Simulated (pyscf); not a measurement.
PySCF, gas phase, ωB97X-D3(BJ)/def2-SVP geometries.

What are the homolytic bond dissociation enthalpies (298 K) of H₃C–CH(CH₃)–Cl at ωB97M-D3(BJ)/def2-TZVP, weakest first?

C–Cl to H₃C–CH•–CH₃ + Cl•: 3.67 eV; C–C to CH₃• + H₃C–CH•–Cl: 3.81 eV; C–H to H₃C–C•(CH₃)–Cl + H•: 4.13 eV; C–H to •H₂C–CH(CH₃)–Cl + H•: 4.38 eV. Ring and multiple bonds, and those that leave no two simple radicals, are not listed. •H₂C–CH(CH₃)–Cl lies 0.27 eV over its isomer H₃C–C•(CH₃)–Cl, and others may lie lower still (electronic energy, ωB97M-D3(BJ)). Other isomers of H₃C–CH•–Cl, H₃C–CH•–CH₃, H₃C–C•(CH₃)–Cl were not searched in full and may lie lower. Left out: the spin-orbit lowering of Cl.
